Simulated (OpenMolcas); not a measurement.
**H2O (water), step by step**

Aim: a single-point energy (UHF/3-21G), then the energy (CASSCF(2,2)/3-21G), then the energy (CASPT2(2,2)/3-21G), then the energy (SC-NEVPT2(2,2)/3-21G), then a single-point energy (MRCI(2,2)/3-21G) of H2O (water). 

The results are computed with OpenMolcas 26.06.

**1. Starting point**

The species is H2O (3 atoms), meant as a singlet with charge 0. SMILES: `O`. The O1–H2 distance was set to 1.919 Å, away from the relaxed value. At this shape a bond of the SMILES string is far longer than usual.

Bond lengths: O1–H3 0.960 Å.

**2. A single-point energy at UHF/3-21G (run 1)**

struct.xyz reads:

```xyz
3

O     -1.071883    -0.147992    -0.596490
H      0.466500     0.548400     0.315300
H     -0.932983    -1.096792    -0.630590
```

step1.input reads:

```
* H2O Hartree-Fock

&gateway
 baslib
 $CurrDir
 coord
 struct.xyz
 basis
 3-21G
 group
 NoSym

&seward

&scf
 uhf
 scramble
 0.25
 prorbitals
 1 1
```

The basis set 3-21G is read from a file made from the Basis Set Exchange's data (not shown).

The run is started by

```console
export MOLCAS_MEM=1860
pymolcas step1.input > step1.log
```

What it wrote:

```text
--- Start Module: gateway ---
[...]
--- Stop Module: gateway /rc=_RC_ALL_IS_WELL_ ---
--- Start Module: seward ---
[...]
      Basis functions           13
--- Stop Module: seward /rc=_RC_ALL_IS_WELL_ ---
--- Start Module: scf ---
[...]
       Convergence after  25 Iterations
[...]
::    Total SCF energy                                -75.4712583248
[...]
      Total spin, S                                     0.5660928887
[...]
      Total electronic charge=   10.000000
      Total            charge=   -0.000000
[...]
      Dipole Moment (debye):
      Origin of the operator (angstrom)=   -0.9780   -0.1621   -0.5474
                   X=  3.9788E-01               Y= -1.9116E+00               Z= -4.8952E-03           Total=  1.9526E+00
      Quadrupole Moment (debye*angstrom):
[...]
--- Stop Module: scf /rc=_RC_ALL_IS_WELL_ ---
[...]
```

It took 2 s on 1 thread of Arm Neoverse V1, shared host; peak memory 0.37 GiB.

**3. A single-point energy at CASSCF(2,2)/3-21G (run 2)**

struct.xyz is that of step 2.

step2.input reads:

```
&GATEWAY
 BASLIB=$CurrDir
 COORD=struct.xyz
 BASIS=3-21G
 GROUP=NoSym

&SEWARD

&RASSCF
 FILEORB=$CurrDir/step1.UnaOrb
 SPIN=1
 NACTEL=2 0 0
 INACTIVE=4
 RAS2=2
 ORBLISTING=Nothing
```

The basis set 3-21G is read from a file made from the Basis Set Exchange's data (not shown).

The run is started by

```console
export MOLCAS_MEM=1860
pymolcas step2.input > step2.log
```

What it wrote:

```text
--- Start Module: gateway ---
[...]
--- Stop Module: gateway /rc=_RC_ALL_IS_WELL_ ---
--- Start Module: seward ---
[...]
      Basis functions           13
--- Stop Module: seward /rc=_RC_ALL_IS_WELL_ ---
--- Start Module: rasscf ---
[...]
      Number of active orbitals                  2
[...]
      Spin quantum number                      0.0
[...]
      Active orbitals                            2
[...]
      Number of CSFs                             3
[...]
      Number of root(s) required                 1
[...]
      Convergence after 10 iterations
[...]
      printout of CI-coefficients larger than  0.05 for root  1
      energy=     -75.489874
      conf/sym  11     Coeff  Weight
             1  20  -0.89025 0.79254
             3  02   0.45548 0.20746
      Natural orbitals and occupation numbers for root  1
      sym 1:   1.585080   0.414920
      ************************************************************************************************************************
      *                                                    Final results                                                     *
[...]
::    RASSCF root number  1 Total energy:    -75.48987367
[...]
      Total electronic charge=   10.000000
      Total            charge=   -0.000000
[...]
      Dipole Moment (debye):
      Origin of the operator (angstrom)=   -0.9780   -0.1621   -0.5474
                   X=  5.7710E-01               Y= -1.8419E+00               Z=  1.0002E-01           Total=  1.9328E+00
      Quadrupole Moment (debye*angstrom):
[...]
--- Stop Module: rasscf /rc=_RC_ALL_IS_WELL_ ---
[...]
```

Run time: 1.7 s. Hardware: 1 thread of Arm Neoverse V1, shared host; peak memory 0.37 GiB.

**4. The energy at CASPT2(2,2)/3-21G (run 3)**

struct.xyz is that of step 3.

step3.inp reads:

```
&GATEWAY
BasLib=$CurrDir
Coord=struct.xyz
Basis=3-21G
Group=NoSym
&SEWARD
&RASSCF
FileOrb=$CurrDir/step2.RasOrb
Spin=1
Nactel=2 0 0
Inactive=4
Ras2=2
OrbListing=Nothing
&CASPT2
Imaginary=0.1
Frozen=1
```

The basis set 3-21G is read from a file made from the Basis Set Exchange's data (not shown).

The run is started by

```console
export MOLCAS_MEM=1860
pymolcas step3.inp > step3.log
```

What it wrote:

```text
--- Start Module: gateway ---
[...]
--- Stop Module: gateway /rc=_RC_ALL_IS_WELL_ ---
[...]
      Basis functions           13
[...]
--- Start Module: rasscf ---
[...]
      Number of active orbitals                  2
[...]
      Spin quantum number                      0.0
[...]
      Active orbitals                            2
[...]
      Number of CSFs                             3
[...]
      Number of root(s) required                 1
[...]
      Convergence after  4 iterations
[...]
      printout of CI-coefficients larger than  0.05 for root  1
      energy=     -75.489874
      conf/sym  11     Coeff  Weight
             1  20  -0.89025 0.79254
             3  02   0.45548 0.20746
      Natural orbitals and occupation numbers for root  1
      sym 1:   1.585080   0.414920
      ************************************************************************************************************************
      *                                                    Final results                                                     *
[...]
::    RASSCF root number  1 Total energy:    -75.48987367
[...]
      Total electronic charge=   10.000000
      Total            charge=   -0.000000
[...]
      Dipole Moment (debye):
      Origin of the operator (angstrom)=   -0.9780   -0.1621   -0.5474
                   X=  5.7712E-01               Y= -1.8419E+00               Z=  1.0002E-01           Total=  1.9328E+00
      Quadrupole Moment (debye*angstrom):
[...]
--- Stop Module: rasscf /rc=_RC_ALL_IS_WELL_ ---
--- Start Module: caspt2 ---
[...]
 ###    WARNING: User changed nr of frozen orbitals.                         ###
 ###############################################################################
[...]
      E2 (Variational):          -0.0911815563
      Total energy:             -75.5810552259
[...]
      Reference weight:           0.97754
[...]
::    CASPT2 Root  1     Total energy:    -75.58105523
[...]
--- Stop Module: caspt2 /rc=_RC_ALL_IS_WELL_ ---
[...]
```

Run time: 1.6 s. Hardware: 1 thread of Arm Neoverse V1, shared host; peak memory 0.37 GiB.

**5. The energy at SC-NEVPT2(2,2)/3-21G (run 4)**

struct.xyz is that of step 4.

step4.input reads:

```
>>> EXPORT MOLCAS_PRINT=2

&GATEWAY
 BasLib = $CurrDir
 Coord = struct.xyz
 Basis = 3-21G
 Group = NoSym

&SEWARD

&RASSCF
 FileOrb = $CurrDir/step2.RasOrb
 Spin = 1
 Nactel = 2 0 0
 Inactive = 4
 Ras2 = 2
 OrbListing = Nothing

&CASPT2
 SC-NEVPT2
 Frozen = 1
```

The basis set 3-21G is read from a file made from the Basis Set Exchange's data (not shown).

The run is started by

```console
export MOLCAS_MEM=1860
pymolcas step4.input > step4.log
```

What it wrote:

```text
--- Start Module: gateway ---
[...]
--- Stop Module: gateway /rc=_RC_ALL_IS_WELL_ ---
[...]
      Basis functions           13
[...]
--- Start Module: rasscf ---
[...]
      Number of active orbitals                  2
[...]
      Spin quantum number                      0.0
[...]
      Active orbitals                            2
[...]
      Number of CSFs                             3
[...]
      Number of root(s) required                 1
[...]
      Convergence after  4 iterations
[...]
      printout of CI-coefficients larger than  0.05 for root  1
      energy=     -75.489874
      conf/sym  11     Coeff  Weight
             1  20  -0.89025 0.79254
             3  02   0.45548 0.20746
      Natural orbitals and occupation numbers for root  1
      sym 1:   1.585080   0.414920
      ************************************************************************************************************************
      *                                                    Final results                                                     *
[...]
::    RASSCF root number  1 Total energy:    -75.48987367
[...]
      Total electronic charge=   10.000000
      Total            charge=   -0.000000
[...]
      Dipole Moment (debye):
      Origin of the operator (angstrom)=   -0.9780   -0.1621   -0.5474
                   X=  5.7712E-01               Y= -1.8419E+00               Z=  1.0002E-01           Total=  1.9328E+00
      Quadrupole Moment (debye*angstrom):
[...]
--- Stop Module: rasscf /rc=_RC_ALL_IS_WELL_ ---
--- Start Module: caspt2 ---
[...]
 ###    WARNING: User changed nr of frozen orbitals.                         ###
 ###############################################################################
[...]
      E2 (Variational):          -0.0901871197
[...]
      E2 (Variational):          -0.0901458965
      Total energy:             -75.5800195662
[...]
      Reference weight:           0.97818
[...]
::    SC-NEVPT2 Root  1     Total energy:    -75.58001957
[...]
--- Stop Module: caspt2 /rc=_RC_ALL_IS_WELL_ ---
[...]
```

Run time: 1.6 s. Hardware: 1 thread of Arm Neoverse V1, shared host; peak memory 0.37 GiB.

**6. A single-point energy at MRCI(2,2)/3-21G (run 5)**

struct.xyz is that of step 5.

step5.inp reads:

```
* H2O MRCI

&GATEWAY
  BASLIB=$CurrDir
  COORD=struct.xyz
  BASIS=3-21G
  GROUP=NoSym

&SEWARD

&RASSCF
  FILEORB=$CurrDir/step2.RasOrb
  SPIN=1
  NACTEL=2 0 0
  INACTIVE=4
  RAS2=2
  ORBLISTING=Nothing

&MOTRA
  LUMORB
  FROZEN=1

&GUGA
  ELECTRONS=8
  SPIN=1
  INACTIVE=3
  ACTIVE=2
  CIALL=1

&MRCI
  SDCI
```

The basis set 3-21G is read from a file made from the Basis Set Exchange's data (not shown).

The run is started by

```console
export MOLCAS_MEM=1860
pymolcas step5.inp > step5.log
```

What it wrote:

```text
--- Start Module: gateway ---
[...]
--- Stop Module: gateway /rc=_RC_ALL_IS_WELL_ ---
[...]
      Basis functions           13
[...]
      Number of active orbitals                  2
[...]
      Spin quantum number                      0.0
[...]
      Active orbitals                            2
[...]
      Number of CSFs                             3
[...]
      Number of root(s) required                 1
[...]
      Convergence after  4 iterations
[...]
      printout of CI-coefficients larger than  0.05 for root  1
      energy=     -75.489874
      conf/sym  11     Coeff  Weight
             1  20  -0.89025 0.79254
             3  02   0.45548 0.20746
      Natural orbitals and occupation numbers for root  1
      sym 1:   1.585080   0.414920
      ************************************************************************************************************************
      *                                                    Final results                                                     *
[...]
::    RASSCF root number  1 Total energy:    -75.48987367
[...]
      Dipole Moment (debye):
      Origin of the operator (angstrom)=   -0.9780   -0.1621   -0.5474
                   X=  5.7712E-01               Y= -1.8419E+00               Z=  1.0002E-01           Total=  1.9328E+00
      Quadrupole Moment (debye*angstrom):
[...]
      *** WARNING: Default frozen orbitals is overwritten by user input.
      *** Default values:   1
[...]
--- Start Module: guga ---
[...]
--- Stop Module: guga /rc=_RC_ALL_IS_WELL_ ---
--- Start Module: mrci ---
[...]
       (But an ACPF correction will be computed)
       USE THE DEFAULT ACPF G-VALUE GFAC=  0.25000000000000000
[...]
                      CI ENERGY:   -75.58631088
[...]
                ACPF CORRECTION:    -0.00200491
[...]
      Total electronic charge=   10.000000
      Total            charge=    0.000000
[...]
     ACPF CORRECTION:     -0.00200491
[...]
  CI State   1     Total energy:    -75.58631088     QDav:     -0.00269186     QACPF:     -0.00200491
[...]
--- Stop Module: mrci /rc=_RC_ALL_IS_WELL_ ---
[...]
```

It took 1.7 s on 1 thread of Arm Neoverse V1, shared host; peak memory 0.37 GiB.

**7. Results**

| quantity | value |
| --- | --- |
| run 1, UHF/3-21G: total energy | -75.47126 Eh |
| run 1, UHF/3-21G: dipole moment | 1.95 D |
| run 1, UHF/3-21G: HOMO energy | -12.91 eV |
| run 1, UHF/3-21G: LUMO energy | 3.74 eV |
| run 1, UHF/3-21G: HOMO–LUMO gap | 16.65 eV |
| run 1, UHF/3-21G: ⟨S²⟩ | 0.887 |
| run 2, CASSCF(2,2)/3-21G: total energy | -75.48987 Eh |
| run 2, CASSCF(2,2)/3-21G: dipole moment (CASSCF density) | 1.93 D |
| run 3, CASPT2(2,2)/3-21G: total energy | -75.58106 Eh |
| run 3, CASPT2(2,2)/3-21G: dipole moment (CASSCF density) | 1.93 D |
| run 4, SC-NEVPT2(2,2)/3-21G: total energy | -75.58002 Eh |
| run 4, SC-NEVPT2(2,2)/3-21G: dipole moment (CASSCF density) | 1.93 D |
| run 5, MRCI(2,2)/3-21G: total energy | -75.58631 Eh |
| run 5, MRCI(2,2)/3-21G: dipole moment (CASSCF density) | 1.93 D |

**Reading.** ⟨S²⟩ (run 1, UHF/3-21G) is 0.89 where a pure singlet has 0.00: the reference is spin-contaminated. Mulliken charges (run 4, SC-NEVPT2(2,2)/3-21G) of the CASSCF density run from -0.39 on O1 to +0.38 on H3.
